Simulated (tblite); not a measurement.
C5H8S (charge +1 and doublet state).
SMILES with atom numbers: `[CH2:1]=[C:2]1[CH2:3][CH:4]([SH+:5])[CH2:6]1` (hydrogens: H7, H8 on C1; H9, H10 on C3; H11 on C4; H12 on S5; H13, H14 on C6)
Bond orders are those of one Lewis drawing.

Computed with GFN2-xTB (tblite), gas phase: L-BFGS steps from a force-field or distance-geometry start until the largest atomic force falls under 0.01 eV/Å.

Step 17: E = -476.0247 eV
```
atom  x, y, z in Å  |  force x, y, z in eV/Å
C1      2.2440    0.1611    0.1092    0.023  -0.023   0.054
C2      0.9532    0.0165   -0.2085    0.074  -0.068   0.049
C3      0.0115   -1.1499   -0.1469    0.043   0.059   0.007
C4     -1.0587   -0.1324    0.2554   -0.096  -0.214   0.021
S5     -2.7725   -0.3934   -0.2485   -0.003   0.031  -0.052
C6     -0.1697    0.9858   -0.3591    0.153  -0.011  -0.052
H7      2.8674   -0.6886    0.3332    0.013  -0.036  -0.099
H8      2.7108    1.1301    0.1637   -0.001   0.036  -0.091
H9      0.2441   -1.9461    0.5634   -0.008   0.037  -0.089
H10    -0.1671   -1.5915   -1.1318    0.008  -0.070   0.134
H11    -1.0788   -0.0051    1.3349   -0.009   0.006   0.143
H12    -3.2834    0.5347    0.5770   -0.072   0.036  -0.108
H13    -0.0762    1.9411    0.1432   -0.070   0.140   0.065
H14    -0.4252    1.1374   -1.4074   -0.057   0.075   0.017
```

Step 18: E = -476.0301 eV
```
atom  x, y, z in Å  |  force x, y, z in eV/Å
C1      2.2445    0.1597    0.0934    0.034  -0.008   0.155
C2      0.9507    0.0162   -0.2093    0.076  -0.067   0.013
C3      0.0114   -1.1522   -0.1434    0.067   0.053   0.004
C4     -1.0629   -0.1377    0.2531   -0.013  -0.094   0.037
S5     -2.7734   -0.3947   -0.2524   -0.005  -0.032  -0.100
C6     -0.1701    0.9877   -0.3548    0.078  -0.022   0.005
H7      2.8670   -0.6880    0.3227    0.031  -0.079  -0.123
H8      2.7132    1.1266    0.1598   -0.008   0.060  -0.131
H9      0.2476   -1.9392    0.5769   -0.015   0.038  -0.102
H10    -0.1590   -1.6083   -1.1233   -0.010  -0.045   0.139
H11    -1.0771   -0.0028    1.3328   -0.047  -0.024   0.120
H12    -3.2874    0.5401    0.5591   -0.076   0.076  -0.066
H13    -0.0791    1.9367    0.1642   -0.060   0.088   0.015
H14    -0.4263    1.1555   -1.4008   -0.051   0.055   0.035
```

Step 19: E = -476.0348 eV
```
atom  x, y, z in Å  |  force x, y, z in eV/Å
C1      2.2456    0.1584    0.0827    0.041   0.005   0.200
C2      0.9501    0.0150   -0.2099    0.053  -0.022  -0.005
C3      0.0125   -1.1534   -0.1403    0.063   0.032   0.007
C4     -1.0664   -0.1436    0.2522    0.067   0.053   0.054
S5     -2.7744   -0.3959   -0.2576    0.006  -0.061  -0.111
C6     -0.1691    0.9891   -0.3506   -0.015  -0.018   0.065
H7      2.8675   -0.6888    0.3114    0.052  -0.106  -0.128
H8      2.7151    1.1245    0.1540   -0.012   0.066  -0.151
H9      0.2505   -1.9329    0.5863   -0.004   0.013  -0.072
H10    -0.1521   -1.6236   -1.1135   -0.028  -0.027   0.103
H11    -1.0764   -0.0012    1.3331   -0.081  -0.055   0.064
H12    -3.2924    0.5460    0.5423   -0.065   0.085  -0.051
H13    -0.0830    1.9344    0.1819   -0.041   0.009  -0.036
H14    -0.4281    1.1718   -1.3943   -0.036   0.025   0.062
```

Q: Estimate the geometry and energy of step 20. (The exact step hangs on the optimiser's Hessian estimate; all steps are aligned on step 19, rigid shifts and turns removed.)

A: E = -476.0402 eV, largest force 0.227 eV/Å
```
atom  x, y, z in Å  |  force x, y, z in eV/Å
C1      2.2476    0.1570    0.0754    0.039   0.014   0.191
C2      0.9508    0.0136   -0.2102    0.018   0.048  -0.008
C3      0.0147   -1.1539   -0.1367    0.035   0.004   0.019
C4     -1.0690   -0.1494    0.2530    0.120   0.184   0.058
S5     -2.7751   -0.3974   -0.2652    0.028  -0.053  -0.082
C6     -0.1679    0.9902   -0.3450   -0.099  -0.002   0.113
H7      2.8693   -0.6918    0.2968    0.067  -0.107  -0.120
H8      2.7169    1.1235    0.1445   -0.011   0.054  -0.150
H9      0.2536   -1.9266    0.5943    0.020  -0.027  -0.010
H10    -0.1457   -1.6401   -1.1009   -0.048  -0.004   0.039
H11    -1.0767   -0.0007    1.3353   -0.111  -0.087  -0.002
H12    -3.2996    0.5536    0.5225   -0.034   0.061  -0.063
H13    -0.0885    1.9325    0.1997   -0.011  -0.068  -0.076
H14    -0.4310    1.1889   -1.3858   -0.015  -0.016   0.091
```

The energy changes by -0.0054 eV. The first-order estimate −F·Δx gives -0.0072 eV and the mean of the old and new forces, exact on a quadratic surface, -0.0054 eV. The step makes an angle of 70° with the force vector and moves no atom by more than 0.022 Å.

The cost below is that of the whole relaxation. On one thread, Arm Neoverse V1 (aarch64) (shared host), this took 0.39 s wall.
